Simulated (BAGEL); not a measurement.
# CH8BN (SMILES [BH3-][NH2+]C): a chain of runs

We compute a single-point energy (HF/def2-SV(P)), then a single-point energy (NEVPT2(2,2)/def2-SV(P)), then the energy (CASPT2(2,2)/def2-SV(P)) of CH8BN. 

Program for the calculation: BAGEL 1.2.2.

2 further runs of the same task are left out: 2 set aside as unsound or not needed.

### 1 The molecule

CH8BN has 11 atoms, charge 0, and is taken as a singlet. As SMILES, `[BH3-][NH2+]C`. The N2–H8 distance was set to 1.930 Å, away from the relaxed value. At this shape a bond of the SMILES string is far longer than usual.

Bond lengths: B1–N2 1.626 Å, N2–C3 1.469 Å, B1–H4 1.214 Å, B1–H5 1.214 Å, B1–H6 1.214 Å, N2–H7 1.016 Å, C3–H9 1.089 Å, C3–H10 1.089 Å, C3–H11 1.092 Å. Some angles: B1–N2–C3 114.0°, B1–N2–H7 108.2°, C3–N2–H7 109.9°, N2–B1–H4 105.5°, N2–B1–H5 105.4°, N2–B1–H6 105.4°, N2–C3–H9 108.2°, N2–C3–H10 108.2°, N2–C3–H11 111.8°, H4–B1–H5 113.2°.

### 2 The energy at HF/def2-SV(P) (density fitting with svp-jkfit) (run 1)

The input, job.json:

```json
{ "bagel": [

{
  "title": "molecule",
  "basis": "def2-sv_p_.json",
  "df_basis": "svp-jkfit",
  "angstrom": true,
  "geometry": [
    { "atom": "B", "xyz": [   -0.494068,    1.560452,    0.461495 ] },
    { "atom": "N", "xyz": [   -0.015168,    0.030952,    0.737395 ] },
    { "atom": "C", "xyz": [    1.442132,   -0.132648,    0.821795 ] },
    { "atom": "H", "xyz": [   -1.706568,    1.519452,    0.421195 ] },
    { "atom": "H", "xyz": [    0.009232,    1.870152,   -0.599105 ] },
    { "atom": "H", "xyz": [   -0.068568,    2.205952,    1.397795 ] },
    { "atom": "H", "xyz": [   -0.449168,   -0.286748,    1.598895 ] },
    { "atom": "H", "xyz": [   -0.721000,   -1.084700,   -0.669900 ] },
    { "atom": "H", "xyz": [    1.810032,    0.504352,    1.624195 ] },
    { "atom": "H", "xyz": [    1.877832,    0.211352,   -0.114705 ] },
    { "atom": "H", "xyz": [    1.724132,   -1.170948,    1.007695 ] }
  ]
},
{ "title": "hf" },
{ "title": "print", "file": "orbitals.molden", "orbitals": true }

]}
```

The basis set def2-SV(P) is read from a file made from the Basis Set Exchange's data (not shown).

Run with:

```sh
BAGEL_NUM_THREADS=1 BAGEL job.json > job.out
```

What it wrote:

```text
* using 1 threads per process

  ===============================================================
  ===============================================================

  *** Geometry ***

  { "atom" : "B", "xyz" : [     -0.933653,      2.948827,      0.872099 ] },
  { "atom" : "N", "xyz" : [     -0.028663,      0.058491,      1.393475 ] },
  { "atom" : "C", "xyz" : [      2.725235,     -0.250668,      1.552967 ] },
[... 7 lines of this table left out ...]
  { "atom" : "H", "xyz" : [      3.258137,     -2.212771,      1.904268 ] },

  Number of auxiliary basis functions:      371

  Since a DF basis is specified, we compute 2- and 3-index integrals:
    o Being stored without compression. Storage requirement is 0.010 GB

  Number of basis functions:       58
  Number of electrons      :       26

    * METHOD: MOLECULE                             0.32

  *** RHF ***

  === Nuclear Repulsion ===
    79.7484762801

      * DIIS with orbital gradients will be used.

  === RHF iteration (def2-sv_p_.json) ===
      0       -121.16057780          0.02215406           0.04
      1       -121.28227145          0.01730542           0.04
      2       -121.35216645          0.00304541           0.04
[... 11 lines of this table left out ...]
     14       -121.35678262          0.00000000           0.03
    * SCF iteration converged.

    * Permanent dipole moment:
           (   -0.780680,     2.064773,    -0.331672) a.u.

    * METHOD: HF                                   0.79

    * METHOD: PRINT                                0.02

  ===============================================================
```

It took 1.4 s on 1 thread of Intel Xeon Platinum 8259CL at 2.50GHz (Skylake/Cascade Lake), shared host; peak memory 0.15 GiB.

### 3 A single-point energy at NEVPT2(2,2)/def2-SV(P) (density fitting with svp-jkfit) (run 2)

The input, nevpt2.json:

```json
{ "bagel" : [

{
  "title" : "molecule",
  "basis" : "def2-sv_p_.json",
  "df_basis" : "svp-jkfit",
  "angstrom" : true,
  "geometry" : [
    { "atom" : "B", "xyz" : [      -0.494068,       1.560452,       0.461495 ] },
    { "atom" : "N", "xyz" : [      -0.015168,       0.030952,       0.737395 ] },
    { "atom" : "C", "xyz" : [       1.442132,      -0.132648,       0.821795 ] },
    { "atom" : "H", "xyz" : [      -1.706568,       1.519452,       0.421195 ] },
    { "atom" : "H", "xyz" : [       0.009232,       1.870152,      -0.599105 ] },
    { "atom" : "H", "xyz" : [      -0.068568,       2.205952,       1.397795 ] },
    { "atom" : "H", "xyz" : [      -0.449168,      -0.286748,       1.598895 ] },
    { "atom" : "H", "xyz" : [      -0.721000,      -1.084700,      -0.669900 ] },
    { "atom" : "H", "xyz" : [       1.810032,       0.504352,       1.624195 ] },
    { "atom" : "H", "xyz" : [       1.877832,       0.211352,      -0.114705 ] },
    { "atom" : "H", "xyz" : [       1.724132,      -1.170948,       1.007695 ] }
  ]
},

{ "title" : "hf" },

{
  "title" : "nevpt2",
  "nstate" : 1,
  "nact" : 2,
  "nclosed" : 12,
  "nspin" : 0,
  "active" : [11, 14],
  "maxiter" : 200,
  "natocc" : true,
  "ncore" : 3
},

{ "title" : "print", "file" : "orbitals.molden", "orbitals" : true }

]}
```

The basis set def2-SV(P) is read from a file made from the Basis Set Exchange's data (not shown).

Run with:

```sh
BAGEL_NUM_THREADS=1 BAGEL nevpt2.json > nevpt2.out
```

What it wrote:

```text
* using 1 threads per process

  ===============================================================
  ===============================================================

  *** Geometry ***

  { "atom" : "B", "xyz" : [     -0.933653,      2.948827,      0.872099 ] },
  { "atom" : "N", "xyz" : [     -0.028663,      0.058491,      1.393475 ] },
  { "atom" : "C", "xyz" : [      2.725235,     -0.250668,      1.552967 ] },
[... 7 lines of this table left out ...]
  { "atom" : "H", "xyz" : [      3.258137,     -2.212771,      1.904268 ] },

[... 23 lines left out ...]
    * SCF iteration converged.
[... 1 line left out ...]
    * Permanent dipole moment:
[... 28 lines left out ...]
    * Second-order optimization converged. *
[... 9 lines left out ...]
     * ci vector, state   0, <S^2> = 0.0000
       2.     0.9273314434
       .2    -0.3742410907

  === DF-NEVPT2 calculation ===

    * 3-index integral transformation done
    * assembly done

      NEVPT2 correlation energy:   -0.3582606431      0.09

          (+0)     -0.2945603414
          (+0)'    -0.0174328219
          (+1)     -0.0116825655
          (+1)'    -0.0000000000
          (+2)     -0.0003072916
          (-1)     -0.0330392642
          (-1)'     0.0000000000
          (-2)     -0.0012383584

      NEVPT2 total energy:       -121.7870518493

    * METHOD: NEVPT2                               2.55

    * METHOD: PRINT                                0.01

  ===============================================================
```

Run time: 3.9 s. Hardware: 1 thread of Intel Xeon Platinum 8259CL at 2.50GHz (Skylake/Cascade Lake), shared host; peak memory 0.15 GiB.

### 4 A single-point energy at CASPT2(2,2)/def2-SV(P) (density fitting with svp-jkfit) (run 3)

The input, input.json:

```json
{ "bagel" : [

{
  "title" : "molecule",
  "basis" : "def2-sv_p_.json",
  "df_basis" : "svp-jkfit",
  "angstrom" : true,
  "geometry" : [
    { "atom" : "B", "xyz" : [   -0.494068,    1.560452,    0.461495 ] },
    { "atom" : "N", "xyz" : [   -0.015168,    0.030952,    0.737395 ] },
    { "atom" : "C", "xyz" : [    1.442132,   -0.132648,    0.821795 ] },
    { "atom" : "H", "xyz" : [   -1.706568,    1.519452,    0.421195 ] },
    { "atom" : "H", "xyz" : [    0.009232,    1.870152,   -0.599105 ] },
    { "atom" : "H", "xyz" : [   -0.068568,    2.205952,    1.397795 ] },
    { "atom" : "H", "xyz" : [   -0.449168,   -0.286748,    1.598895 ] },
    { "atom" : "H", "xyz" : [   -0.721000,   -1.084700,   -0.669900 ] },
    { "atom" : "H", "xyz" : [    1.810032,    0.504352,    1.624195 ] },
    { "atom" : "H", "xyz" : [    1.877832,    0.211352,   -0.114705 ] },
    { "atom" : "H", "xyz" : [    1.724132,   -1.170948,    1.007695 ] }
  ]
},
{
  "title" : "hf"
},
{
  "title" : "casscf",
  "nstate" : 1,
  "nact" : 2,
  "nclosed" : 12,
  "active" : [11, 14],
  "maxiter" : 200,
  "natocc" : true
},
{
  "title" : "print",
  "file" : "orbitals.molden",
  "orbitals" : true
},
{
  "title" : "smith",
  "method" : "caspt2",
  "ms" : true,
  "xms" : true,
  "sssr" : true,
  "shift" : 0.2,
  "shift_imag" : true,
  "ncore" : 3
}

]}
```

The basis set def2-SV(P) is read from a file made from the Basis Set Exchange's data (not shown).

Run with:

```sh
BAGEL_NUM_THREADS=1 BAGEL input.json > input.out
```

What it wrote:

```text
* using 1 threads per process

  ===============================================================
  ===============================================================

  *** Geometry ***

  { "atom" : "B", "xyz" : [     -0.933653,      2.948827,      0.872099 ] },
  { "atom" : "N", "xyz" : [     -0.028663,      0.058491,      1.393475 ] },
  { "atom" : "C", "xyz" : [      2.725235,     -0.250668,      1.552967 ] },
[... 7 lines of this table left out ...]
  { "atom" : "H", "xyz" : [      3.258137,     -2.212771,      1.904268 ] },

[... 25 lines left out ...]
    * Permanent dipole moment:
[... 37 lines left out ...]
     * ci vector, state   0, <S^2> = 0.0000
[... 21 lines left out ...]
       #      aibj      arbs      arbi      airj      risj      airs      arst      rist         Etot      error   time
[... 9 lines left out ...]
      ------------------------------------------------------------------------------------------------------------------

    * CASPT2 energy : state  0     -121.7911184090
        w/o shift correction       -121.7890846217
        reference weight              0.8883038668

    * METHOD: SMITH                                0.56

  ===============================================================
```

It took 4.5 s on 1 thread of Intel Xeon Platinum 8259CL at 2.50GHz (Skylake/Cascade Lake), shared host; peak memory 0.15 GiB.

### 5 Outcome

| quantity | value |
| --- | --- |
| run 1, HF/def2-SV(P): total energy | -121.35678 Eh |
| run 1, HF/def2-SV(P): dipole moment | 5.67 D |
| run 1, HF/def2-SV(P): HOMO energy | -10.60 eV |
| run 1, HF/def2-SV(P): LUMO energy | -0.63 eV |
| run 1, HF/def2-SV(P): HOMO–LUMO gap | 9.97 eV |
| run 2, NEVPT2(2,2)/def2-SV(P): total energy | -121.78705 Eh |
| run 3, CASPT2(2,2)/def2-SV(P): total energy | -121.79112 Eh |
